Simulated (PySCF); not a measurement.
## SiN: energy against distance

Set-up: basis Si def2-SVP, N def2-SVP; no relativity; PySCF 2.14. Energies in eV from Si + N in their ground configurations at the same level. State: ²Σ⁺ (doublet), unpaired electrons σ ↑.

All columns are PBE0. A positive dipole means Si(−)N(+).

| R (Å) | E (eV) | μ (D) | Mulliken charge on Si (basis-dependent) | HOMO (eV) | LUMO (eV) | Mayer bond order | ⟨S²⟩ |
| --- | --- | --- | --- | --- | --- | --- | --- |
| 1.355 | -2.481 | -1.77 | 0.23 | -8.66 | -4.31 | 2.76 | 0.76 |
| 1.418 | -3.468 | -1.94 | 0.24 | -8.48 | -4.40 | 2.73 | 0.77 |
| 1.481 | -4.019 | -2.10 | 0.26 | -8.21 | -4.46 | 2.68 | 0.77 |
| 1.529 | -4.217 | -2.21 | 0.27 | -8.01 | -4.49 | 2.64 | 0.78 |
| 1.576 | -4.274 | -2.31 | 0.28 | -7.83 | -4.51 | 2.60 | 0.78 |
| 1.623 | -4.222 | -2.40 | 0.30 | -7.65 | -4.52 | 2.56 | 0.80 |
| 1.686 | -4.027 | -2.49 | 0.31 | -7.42 | -4.52 | 2.48 | 0.83 |
| 1.765 | -3.653 | -2.52 | 0.32 | -7.13 | -4.51 | 2.35 | 0.93 |
| 1.860 | -3.121 | -2.40 | 0.31 | -6.84 | -4.52 | 2.12 | 1.16 |
| 1.986 | -2.419 | -2.10 | 0.27 | -6.56 | -4.54 | 1.76 | 1.52 |

A fit through these points gives, at Re = 1.575 Å, μ = -2.31 D and dμ/dR = -2.04 D/Å; the reduced mass is 9.332 u.

Question: How strong is the fundamental in the double-harmonic approximation, I = 42.26·(dμ/dR)²/μred km/mol?

Answer: I = 42.26·(-2.04)²/9.332 = 18.8 km/mol at PBE0.

⟨S²⟩ of the unrestricted solution departs from its pure value on part of the curve, where spin states mix. The state was picked by a PBE0 search and need not be the measured ground state.
